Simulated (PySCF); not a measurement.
# HS (SMILES [SH]): UCCSDT/6-31G(d) (spherical functions)

What is the vertical doublet–quartet gap of HS at UCCSDT/6-31G* (spherical functions)? Input form: a Python script.

The calculation is run with PySCF 2.14.0.

12 further runs of the same task are left out: 1 that didn't finish, 11 set aside as unsound or not needed.

### 1 The structure to begin with

The species is HS (2 atoms), meant as a doublet with charge 0. SMILES: `[SH]`. Geometry: relaxed at PBE0-D4/def2-TZVP.

Bond lengths: S1–H2 1.346 Å.

### 2 A single-point energy at UCCSDT/6-31G(d) (spherical functions)

Contents of job.py:

```python
# [SH]
from pyscf import gto, cc

molecule = gto.M(
    atom='''
S    0.574560  -0.187810   0.295460
H   -0.574560   0.187810  -0.295460
''',
    basis='6-31g*',
    max_memory=1860,
    verbose=3,
    spin=1,
)

mf = molecule.UHF()
mf.conv_tol = 1e-10
mf.kernel()
if not mf.converged:
    mf = mf.newton().run(mf.mo_coeff, mf.mo_occ)

mycc = cc.CCSDT(mf, frozen=5)
mycc.kernel()
etot = mycc.e_tot
print(f'total energy: {etot:.8f} hartree')
```

Run with:

```sh
$ OMP_NUM_THREADS=1 python job.py
```

The log of the run:

```text
converged SCF energy = -398.062833776357  <S^2> = 0.75764776  2S+1 = 2.0076332
_make_eris_incore_UCCSDT

WARN: A large `blksize_v_aaa` is being used, which may cause large memory consumption
      for storing contraction intermediates. If memory is sufficient, consider using
      `pyscf.cc.uccsdt_highm.UCCSDT` instead.

WARN: A large `blksize_v_aab` is being used, which may cause large memory consumption
      for storing contraction intermediates. If memory is sufficient, consider using
      `pyscf.cc.uccsdt_highm.UCCSDT` instead.

UCCSDT converged
E(UCCSDT) = -398.1824627668756   E_corr = -0.1196289905189767
E_corr(same-spin) = -0.0215143963164704
E_corr(oppo-spin) = -0.0981145942025062
total energy: -398.18246277 hartree
```

Wall time 2.3 s (1 thread of AMD EPYC 7R43 (Zen 3), shared host); peak memory 0.12 GiB.

### 3 The quartet, same level

Contents of calc.py:

```python
from pyscf import gto, scf, cc

mol = gto.Mole()
mol.atom = [
    ('S', (0.574560, -0.187810, 0.295460)),
    ('H', (-0.574560, 0.187810, -0.295460)),
]
mol.verbose = 3
mol.max_memory = 1860
mol.basis = '6-31g*'
mol.spin = 3
mol.build()

calc0 = scf.UHF(mol)
calc0.conv_tol = 1e-10
calc0.kernel()
if not calc0.converged:
    calc0 = calc0.newton().run(calc0.mo_coeff, calc0.mo_occ)

mycc = cc.CCSDT(calc0, frozen=5)
mycc.kernel()
e_final = mycc.e_tot
print('E = %.10f Eh' % e_final)
```

Run with:

```sh
$ OMP_NUM_THREADS=1 python calc.py
```

The log of the run:

```text
WARN: HOMO 0.132457441039308 >= LUMO -0.298873847147682

converged SCF energy = -397.862246387653  <S^2> = 3.7555162  2S+1 = 4.0027572
_make_eris_incore_UCCSDT

WARN: A large `blksize_v_aaa` is being used, which may cause large memory consumption
      for storing contraction intermediates. If memory is sufficient, consider using
      `pyscf.cc.uccsdt_highm.UCCSDT` instead.

WARN: A large `blksize_v_aab` is being used, which may cause large memory consumption
      for storing contraction intermediates. If memory is sufficient, consider using
      `pyscf.cc.uccsdt_highm.UCCSDT` instead.

UCCSDT converged
E(UCCSDT) = -397.9637361929346   E_corr = -0.1014898052816408
E_corr(same-spin) = -0.0208964625472037
E_corr(oppo-spin) = -0.080593342734437
E = -397.9637361929 Eh
```

Wall time 1.9 s (1 thread of AMD EPYC 7R43 (Zen 3), shared host); peak memory 0.11 GiB.

### 4 What came out

At UCCSDT/6-31G* (spherical functions), 5 core orbitals frozen:

| quantity | value |
| --- | --- |
| doublet: total energy | -398.18246 Eh |
| doublet: dipole moment (Hartree–Fock density) | 1.07 D |
| doublet: HOMO energy (Hartree–Fock orbitals) (highest over α and β) | -10.24 eV |
| doublet: LUMO energy (Hartree–Fock orbitals) (lowest over α and β) | 0.18 eV |
| doublet: correlation energy (5 core orbitals frozen) | -119.6 mEh |
| doublet: ⟨S²⟩ of the reference determinant | 0.758 |
| doublet: T1 diagnostic | 0.007 |
| quartet: total energy | -397.96374 Eh |
| quartet: dipole moment (Hartree–Fock density) | 0.62 D |
| quartet: HOMO energy (Hartree–Fock orbitals) (highest over α and β) | -4.22 eV |
| quartet: LUMO energy (Hartree–Fock orbitals) (lowest over α and β) | -0.19 eV |
| quartet: correlation energy (5 core orbitals frozen) | -101.5 mEh |
| quartet: ⟨S²⟩ of the reference determinant | 3.756 |
| quartet: T1 diagnostic | 0.009 |
| vertical energy of the quartet above the doublet | 5.952 eV |

In words: At this shape the quartet lies 5.95 eV (574 kJ/mol) above the doublet.
